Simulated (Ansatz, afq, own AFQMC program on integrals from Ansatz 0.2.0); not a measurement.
AuSi⁺, quintet: AFQMC among the cluster methods

```tsv
atom	x (Å)	y (Å)	z (Å)
Au	0.0000	0.0000	0.0000
Si	0.0000	0.0000	2.2918
```

Basis def2-TZVP with its core potentials. Noble-gas cores (and the filled d shells of Ga–Kr and In–Xe) are frozen. AFQMC by an in-house program on the Cholesky factors that Ansatz 0.2.0 writes for its CCSD(T) run. ph-AFQMC/CISD is guided by a CISD state made of CCSD amplitudes; releasing the constraint for a short imaginary time cuts its bias at the price of noise, slowly where states lie close. Uncertainties: one standard error, sampling alone. No spin–orbit coupling. The metal's outer-core s and p shells are frozen, which shifts wave-function levels against functionals.

Determinant: UHF, the one that the program's search chose, which needn't be the lowest solution. The geometry is a PBE0/def2-TZVP stationary point of this or a neighbouring charge and spin state.

No full CI on the walks' own integrals is used here; CCSDT(Q) serves as the reference and is uncertain by about the last step of the cluster series.

Cautions: no spin-orbit coupling; outer-core shells of the metal frozen; another spin lies lower (by 3.86 eV); the released energies are still falling, so no released level is given (meV from the phaseless value at times in 1/Eh: -11 ± 5 at 0.24, -14 ± 4 at 0.60, -21 ± 4 at 1.20, -35 ± 9 at 1.80, -31 ± 11 at 2.60), though the last usable value meets CCSDT(Q) within the noise.

```
T1 diagnostic                               : 0.0232
weight of the determinant in the CISD state : 0.878
⟨S²⟩ of the determinant                     : 6.010
size of the correlated space                : 14 electrons in 68 orbitals
```

```json
{"level": "MP2", "correlation energy (eV)": "-8.5448"}
{"level": "CCSD", "correlation energy (eV)": "-8.4580"}
{"level": "CCSD(T)", "correlation energy (eV)": "-8.6985"}
```

(1) Estimate where phaseless AFQMC with a CISD trial lies against CCSD(T) on the same integrals.

(1) 1.2 ± 0.4 kJ/mol below CCSD(T).

Reference: CCSDT(Q), correlation energy -8.738 eV.

```json
{"level": "CCSD(T)", "E − E(reference) (kJ/mol)": "3.8", "share of correlation (%)": "99.55"}
{"level": "CCSDT", "E − E(reference) (kJ/mol)": "1.8", "share of correlation (%)": "99.79"}
{"level": "ph-AFQMC/CISD", "E − E(reference) (kJ/mol)": "2.6 ± 0.4", "share of correlation (%)": "99.69"}
```

A walk keeps the symmetry of its determinant, which the program's search chose and which needn't be the lowest solution, so a lower state of the same spin and another symmetry isn't excluded.
